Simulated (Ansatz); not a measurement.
Abstraction of Cl: C3H7Cl + C4H9O → C3H7 + C4H9ClO

Species: C3H7Cl (2-chloropropane) `CC(C)Cl`, singlet; C4H9O `[CH2]COCC`, doublet; C3H7 (methylethyl) `C[CH]C`, doublet; C4H9ClO (2-chloroethyl ethyl ether) `CCOCCCl`, singlet. A radical takes Cl: the energy is the difference in strength between two C–Cl bonds in different surroundings.

Shapes, held fixed at every level: PBE0-D4/def2-TZVP. Flexible molecules stand in one conformer, not always the lowest. Programs: Ansatz 0.2.0. Electronic energies: no zero-point or thermal term.

```csv
level,kind,ΔE (kJ/mol),less CCSD(T)/CBS estimate
HF/def2-TZVPP,Hartree–Fock,-10.8,-6.0
B3LYP-D4/def2-TZVPP,global hybrid,-8.3,-3.5
PBE0-D4/def2-TZVPP,global hybrid,-9.2,-4.4
wB97M-V/def2-TZVPP,range-separated hybrid,-6.3,-1.5
B2PLYP/def2-TZVPP,double hybrid,-9.3,-4.5
CCSD(T)/def2-TZVPP,coupled cluster or CI,-4.8,0.0
CCSD/def2-TZVPP,coupled cluster or CI,-6.2,-1.4
CCSD(T)/CBS estimate,coupled cluster or CI,-4.8,0.0
```

The highest level, CCSD(T)/CBS estimate, gives ΔE = -4.8 kJ/mol; the levels span -10.8 to -4.8. The column of differences is taken from that level and isn't an error. No measured value is set beside it here. Open shells run unrestricted. The CBS estimate extrapolates MP2 from def2-TZVPP and def2-QZVPP and adds CCSD(T) − MP2 in the triple-zeta set, cores frozen.
